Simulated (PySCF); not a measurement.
Species: fluoroacetylene, C2HF.
Structure used (PBE0-D3(BJ)/def2-SVP), in Å, numbered top down from 1:
```xyz
4
C2HF angstrom
C     -0.6117   -0.0001    0.0052
C      0.5190   -0.0001   -0.4072
F      1.7121    0.0002   -0.8427
H     -1.6194    0.0000    0.3730
```

Theory: core-valence-separated Tamm–Dancoff BHandHLYP/aug-pcX-1 (pcseg-1 on H) in PySCF, non-relativistic, gas phase, PBE0-D3(BJ)/def2-SVP geometry. No empirical shift is added; at this level the pattern usually sits a few eV under experiment.

The lowest roots of each edge with f over 0.003 (five at most, numbered afresh; weaker and dark ones are left out), with transition dipoles (au) in the frame of the coordinates:

| root | edge | E (eV) | f | μx | μy | μz |
| --- | --- | --- | --- | --- | --- | --- |
| 1 | C | 284.40 | 0.0556 | -0.0037 | 0.0886 | -0.0104 |
| 2 | C | 284.40 | 0.0556 | 0.0304 | 0.0110 | 0.0833 |
| 3 | C | 286.28 | 0.0722 | 0.0067 | -0.1004 | 0.0133 |
| 4 | C | 286.28 | 0.0723 | -0.0345 | -0.0148 | -0.0943 |
| 5 | C | 286.45 | 0.0243 | 0.0552 | 0.0004 | -0.0204 |
| 6 | F | 686.62 | 0.0288 | -0.0389 | -0.0004 | 0.0143 |
| 7 | F | 688.84 | 0.0151 | -0.0033 | -0.0284 | -0.0089 |
| 8 | F | 688.84 | 0.0151 | 0.0097 | -0.0096 | 0.0266 |
| 9 | F | 689.56 | 0.0186 | 0.0311 | -0.0003 | -0.0113 |

Q: What is the unit vector of the molecular axis, and which share of each root's |μ|² lies along it?

A: (0.94, 0.00, -0.34), up to sign.

```
root  core hole on  share along it  final orbital
   1            C1            0.00              π
   2            C1            0.00              π
   3            C2            0.00              π
   4            C2            0.00              π
   5            C1            1.00              σ
   6            F3            1.00              σ
   7            F3            0.00              π
   8            F3            0.00              π
   9            F3            1.00              σ
```

The 1s orbitals are σ, so light polarised along the axis reaches σ orbitals and light across it π orbitals.

Q: For fixed molecules, how does the intensity of root 5 change when the electric field is turned 20° away from the molecular axis?

A: Intensity goes as (E·μ)², and μ lies along that direction, so it falls to cos²20° = 0.88 of its maximum; it vanishes at 90°.

Q: Molecules are fixed in this frame and the field points along y. What effective strengths 3 f cos²θ do the roots have (θ between field and μ)?

A: root 1 (C1): 0.164, root 2 (C1): 0.003, root 3 (C2): 0.212, root 4 (C2): 0.005, root 5 (C1): 0.000, root 6 (F3): 0.000, root 7 (F3): 0.041, root 8 (F3): 0.005, root 9 (F3): 0.000. Root 3 is the strongest. Averaged over all orientations cos²θ is 1/3, which gives f back. For degenerate partners only the sum has meaning, as the program may mix them freely.

Time: 3.4 s; peak memory 0.35 GiB. Hardware: one thread of an AMD EPYC, shared host.
